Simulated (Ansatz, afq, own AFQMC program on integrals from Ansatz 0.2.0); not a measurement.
**Where AFQMC and coupled cluster stand for AlGeH2, quartet**

```xyz
4

Ge    0.0000   -0.0294    0.7286
Al    0.0000    0.0884   -1.8598
H     0.0000    1.2259   -0.4404
H     0.0000   -1.4716   -2.2874
```

Connectivity, by distances: Ge–AlH, 1 bridging H.

Basis cc-pVDZ. Only valence electrons are correlated. AFQMC by an in-house program on the Cholesky factors that Ansatz 0.2.0 writes for its CCSD(T) run. ph-AFQMC/CISD is guided by a CISD state made of CCSD amplitudes; releasing the constraint for a short imaginary time cuts its bias at the price of noise, slowly where states lie close. Error bars are statistical, one sigma. No spin–orbit coupling.

Determinant: UHF, the one that the program's search chose, which needn't be the lowest solution. The geometry is a point of a scan.

No full CI on the walks' own integrals is used here; CCSDT(Q) serves as the reference and is uncertain by about the last step of the cluster series.

Cautions: no relativity below Rb; no spin-orbit coupling; inner d shell frozen; lower spins were not checked.

* T1 diagnostic: 0.0294
* weight of the determinant in the CISD state: 0.874
* ⟨S²⟩ of the determinant: 3.776
* size of the correlated space: 9 electrons in 36 orbitals

Reference: CCSDT(Q), correlation energy -4.260 eV. The released energy is read at 2.40 1/Eh (meV from the phaseless value at times in 1/Eh: -14 ± 9 at 0.24, -14 ± 9 at 0.51, -10 ± 9 at 0.99, -27 ± 10 at 1.62, -21 ± 12 at 2.40).

```tsv
level	E − E(reference) (kJ/mol)	share of correlation (%)
HF	411.1	0.00
MP2	106.4	74.13
CCSD	17.6	95.72
CCSD(T)	4.4	98.92
CCSDT	0.7	99.82
ph-AFQMC/HF	9.1 ± 3.9	97.79
ph-AFQMC/CISD	2.5 ± 0.8	99.39
released AFQMC	0.5 ± 1.2	99.89
```

A walk keeps the symmetry of its determinant, which the program's search chose and which needn't be the lowest solution, so a lower state of the same spin and another symmetry isn't excluded. Released energies are given only where the last usable release times agree within the noise; a slower fall can still hide under it.
